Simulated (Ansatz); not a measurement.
Geometry optimisation, UKS r2SCAN-D4/def2-SVP in Ansatz.

input.yaml

```yaml
crystal:
  periodic: [false, false, false]
  atoms:
    - { symbol: C, position_ang: [-0.8337, 0.2401, -0.5844] }
    - { symbol: Si, position_ang: [0.5628, -0.157, 0.3821] }
    - { symbol: F, position_ang: [1.81806, 0.41904, -0.41829] }
    - { symbol: H, position_ang: [-1.4469, -0.4926, -0.9702] }
    - { symbol: H, position_ang: [-1.093, 1.3164, -0.8186] }
    - { symbol: H, position_ang: [0.6922, -1.62973, 0.56028] }
    - { symbol: H, position_ang: [0.47841, 0.49148, 1.73988] }
magnetization:
  spin_polarized: true
  initial_magnetization: 1
basis:
  gaussian: { orbitals: def2-SVP }
hamiltonian:
  xc: r2scan
  dispersion: d4
relax:
  f_tol: 0.015
  max_steps: 40
```

Run as:

```bash
$ ansatz run input.yaml --threads 2 --pin off --max-ram 3072MiB --backend cpu --events-out ev --progress --plain --runs-dir out
```

**Question.** Where does it end, and by what steps?

**Answer.** The run converged. The force dipped under the threshold on the way, but the program's further checks kept it going. After 16 steps the energy has fallen by 0.295 eV; H4 moved furthest, 0.44 Å.

```json
{"step": "0", "energy less start (eV)": "0.0000", "largest force component (eV/Å)": "3.272", "accepted": "yes"}
{"step": "1", "energy less start (eV)": "-0.2470", "largest force component (eV/Å)": "0.956", "accepted": "yes"}
{"step": "2", "energy less start (eV)": "-0.2511", "largest force component (eV/Å)": "0.400", "accepted": "yes"}
{"step": "3", "energy less start (eV)": "-0.2905", "largest force component (eV/Å)": "0.106", "accepted": "yes"}
{"step": "4", "energy less start (eV)": "-0.2916", "largest force component (eV/Å)": "0.057", "accepted": "yes"}
{"step": "5", "energy less start (eV)": "-0.2923", "largest force component (eV/Å)": "0.021", "accepted": "yes"}
{"step": "6", "energy less start (eV)": "-0.2917", "largest force component (eV/Å)": "0.194", "accepted": "no"}
{"step": "7", "energy less start (eV)": "-0.2926", "largest force component (eV/Å)": "0.050", "accepted": "yes"}
{"step": "8", "energy less start (eV)": "-0.2930", "largest force component (eV/Å)": "0.094", "accepted": "yes"}
{"step": "9", "energy less start (eV)": "-0.2933", "largest force component (eV/Å)": "0.047", "accepted": "yes"}
{"step": "10", "energy less start (eV)": "-0.2937", "largest force component (eV/Å)": "0.003", "accepted": "yes"}
{"step": "11", "energy less start (eV)": "-0.2939", "largest force component (eV/Å)": "0.087", "accepted": "yes"}
{"step": "12", "energy less start (eV)": "-0.2942", "largest force component (eV/Å)": "0.028", "accepted": "yes"}
{"step": "13", "energy less start (eV)": "-0.2943", "largest force component (eV/Å)": "0.008", "accepted": "yes"}
{"step": "14", "energy less start (eV)": "-0.2944", "largest force component (eV/Å)": "0.014", "accepted": "yes"}
{"step": "15", "energy less start (eV)": "-0.2944", "largest force component (eV/Å)": "0.050", "accepted": "no"}
{"step": "16", "energy less start (eV)": "-0.2945", "largest force component (eV/Å)": "0.009", "accepted": "yes"}
```

```xyz
7
Properties=species:S:1:pos:R:3
C -0.881 0.260 -0.620
Si 0.593 -0.158 0.398
F 1.908 0.559 -0.243
H -1.764 -0.388 -0.680
H -0.960 1.198 -1.183
H 0.818 -1.631 0.421
H 0.464 0.348 1.797
```

Time of the run: 43 s on 2 threads of Arm Neoverse V2 (shared host), peak memory 0.17 GiB.
